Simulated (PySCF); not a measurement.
**One shape, several levels: doublet [SiH3]2+**

Aim: a comparison of 3 runs (UB2PLYP/6-31G*, UPBE0/6-31G*, ROCCSD(T)/6-31G*) of doublet [SiH3]2+. The job is set up through a Python script.

The results are computed with PySCF 2.14.0.

4 further runs of the same task are left out: 4 set aside as unsound or not needed.

**1. The molecule**

[SiH3]2+ has 4 atoms, charge +2, and is taken as a doublet. As SMILES of the parent species, `[SiH3+]`. The coordinates come from a PBE0-D4/def2-TZVP relaxation. That shape belongs to the parent species and isn't relaxed for this state.

Bond lengths: Si1–H2 1.472 Å, Si1–H3 1.472 Å, Si1–H4 1.472 Å. Angles: H2–Si1–H3 120.0°, H2–Si1–H4 120.0°, H3–Si1–H4 120.0°.

**2. A single-point energy at UB2PLYP/6-31G(d) (spherical functions) (run 1)**

The input, job.py:

```python
from pyscf import gto, dft, mp

mol = gto.M(
    atom='''
Si     0.000000     0.000000     0.000000
H      1.298053     1.276321     2.103265
H     -0.223744    -2.772606    -0.018708
H     -1.074309     1.496096    -2.084557
''',
    basis='6-31g*',
    unit='bohr',
    charge=2,
    max_memory=1860,
    spin=1,
    verbose=4,
)

myscf = dft.UKS(mol, xc='0.53*HF + 0.47*B88, 0.73*LYP')
myscf.conv_tol = 1e-10
myscf.grids.level = 5
myscf.kernel()
if not myscf.converged:
    myscf = myscf.newton().run(myscf.mo_coeff, myscf.mo_occ)

pt = mp.MP2(myscf, frozen=5).run()
e_tot = myscf.e_tot + 0.27 * pt.e_corr
print('PT2 part  %.8f' % (0.27 * pt.e_corr))
print(f'total energy: {e_tot:.8f} hartree')
```

Command:

```
$ OMP_NUM_THREADS=1 python job.py
```

The log of the run:

```text
PySCF version 2.14.0

[... 54 lines left out ...]
WARN: beta  nocc = 7  HOMO -0.394506058828791 >= LUMO -0.394497212751131
[... 62 lines left out ...]
converged SCF energy = -289.991728497751  <S^2> = 0.76448895  2S+1 = 2.0144368
[... 1 line left out ...]
******** <class 'pyscf.mp.ump2.UMP2'> ********
nocc = (np.int64(3), np.int64(2)), nmo = (19, 19)
frozen orbitals 5
E(UMP2) = -290.058178488592  E_corr = -0.0664499908415297
E(SCS-UMP2) = -290.067287675849  E_corr = -0.0755591780983506
E_corr(same-spin) = -0.00482401259017501
E_corr(oppo-spin) = -0.0616259782513547
PT2 part  -0.01794150
total energy: -290.00967000 hartree
```

Wall time 4.5 s (1 thread of Arm Neoverse V1, shared host); peak memory 0.2 GiB.

**3. A single-point energy at UPBE0/6-31G(d) (spherical functions) (run 2)**

The input, calc.py:

```python
from pyscf import gto, dft

mol = gto.M(
    atom='Si -0.000000 -0.000000 0.000000; H 0.686900 0.675400 1.113000; H -0.118400 -1.467200 -0.009900; H -0.568500 0.791700 -1.103100',
    basis='6-31g*',
    charge=2,
    max_memory=1860,
    spin=1,
    verbose=3,
)

mf = dft.UKS(mol, xc='pbe0')
mf.grids.level = 5
mf.conv_tol = 1e-10
mf.kernel()
if not mf.converged:
    mf = mf.newton().run(mf.mo_coeff, mf.mo_occ)

e_tot = mf.e_tot
print('Final energy', e_tot)
```

Command:

```
$ OMP_NUM_THREADS=1 python calc.py
```

The log of the run:

```text
converged SCF energy = -290.014117208803  <S^2> = 0.75881977  2S+1 = 2.0088004
Final energy -290.0141172088027
```

Wall time 3.9 s (1 thread of Arm Neoverse V1, shared host); peak memory 0.2 GiB.

**4. The energy at ROCCSD(T)/6-31G(d) (spherical functions) (run 3)**

The input, mol.xyz:

```xyz
4
H3Si
Si     0.000000     0.000000     0.000000
H      0.686900     0.675400     1.113000
H     -0.118400    -1.467200    -0.009900
H     -0.568500     0.791700    -1.103100
```

The input, run.py:

```python
from pyscf import gto, scf, cc

mol = gto.M(
    atom='mol.xyz',
    charge=2,
    verbose=3,
    basis='6-31g*',
    spin=1,
    max_memory=1860,
)

hf = scf.ROHF(mol)
hf.conv_tol = 1e-10
hf.kernel()
if not hf.converged:
    hf = hf.newton().run(hf.mo_coeff, hf.mo_occ)

mycc = cc.CCSD(hf, frozen=5)
mycc.kernel()
e_t = mycc.ccsd_t()
e_final = mycc.e_tot + e_t
print(f'total energy: {e_final:.8f} hartree')
```

Command:

```
$ OMP_NUM_THREADS=1 python run.py
```

The log of the run:

```text
converged SCF energy = -289.580755825883

WARN: RCCSD method does not support ROHF method. ROHF object is converted to UHF object and UCCSD method is called.

E(UCCSD) = -289.655386104498  E_corr = -0.07463027861549958
UCCSD(T) correction = -0.0013482814224889
total energy: -289.65673439 hartree
```

Wall time 0.97 s (1 thread of Arm Neoverse V1, shared host); peak memory 0.12 GiB.

**5. The series**

| run | level | frozen core orbitals | integration grid | energy (Eh) | HOMO energy (eV) | LUMO energy (eV) | ⟨S²⟩ | wall time |
| --- | --- | --- | --- | --- | --- | --- | --- | --- |
| 1 | UB2PLYP/6-31G* (spherical functions) | 5 | 5 | -290.009670 | -26.51 | -22.25 | 0.764 | 4.5 s |
| 2 | UPBE0/6-31G* (spherical functions) | – | 5 | -290.014117 | -25.56 | -23.65 | 0.759 | 3.9 s |
| 3 | ROCCSD(T)/6-31G* (spherical functions) | 5 | – | -289.656734 | – | – | 0.750 | 0.97 s |

**6. What came out**

```
                                          quantity          value
                               run 3: total energy  -289.65673 Eh
run 3: correlation energy (5 core orbitals frozen)      -76.0 mEh
                             run 3: (T) correction      -1.35 mEh
          run 3: ⟨S²⟩ of the reference determinant          0.750
                              run 3: T1 diagnostic          0.045
```

What this shows: Totals of different functionals can't be ranked against each other. All runs together took 9.4 s, the longest 4.5 s.
